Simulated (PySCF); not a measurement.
# The bond of Si2, level by level

An exercise on one series of results from a longer session: the logs are not shown, and one member is left open.

Method: Si pcseg-1, no relativity; program: PySCF 2.14.0.

The first run:

The job is set up so:

* atoms: Si, Si
* charge: 0
* basis: Si pcseg-1
* Hamiltonian: no relativity
* basis functions: 36
* electrons treated: 28
* masses in u: 27.9769, 27.9769
* levels: PBE0, PBE, r²SCAN, LDA, M06-2X, B3LYP, HSE06, HF, MP2, SCS-MP2, CCSD, CCSD(T)
* grid: 80 radial by 434 angular points
* occupations: held fixed by the projection of orbital angular momentum
* dissociation limit: Si + Si, each in its ground configuration
* starting distance in angstrom: 2.230
* values of 2S to try: 0, 2, 4

Launch:

```
$ OMP_NUM_THREADS=1 python dia.py task.json out
```

Among the steps run: Input; First curve: PBE0; Other states along the same grid; PBE; r²SCAN (meta-GGA); LDA; M06-2X; B3LYP; HSE06; UHF (mean field); Adding correlation.

One table of the session follows, with a row left open; its other results are not shown here.

It belongs to the step «Constants by level of theory». 

```
      level  Re (Å)  ωe (cm⁻¹)  De (eV)
        UHF   2.226        565     1.50
    UHF-MP2   2.267        504     2.56
UHF-SCS-MP2   2.257        516     2.36
   UHF-CCSD   2.265        511     2.48
UHF-CCSD(T)   2.275        497     2.61
        LDA   2.292        476     3.85
        PBE   2.306        469     3.36
     r²SCAN       ?          ?        ?
      B3LYP   2.287        485     3.05
       PBE0   2.268        507     3.13
      HSE06   2.271        503     3.14
     M06-2X   2.249        522     3.28
```

Estimate the missing values for r²SCAN.

As computed: Re (Å): 2.277; ωe (cm⁻¹): 495; De (eV): 3.21. In the column «Re (Å)» it lies between UHF-CCSD(T) (2.275) and B3LYP (2.287).
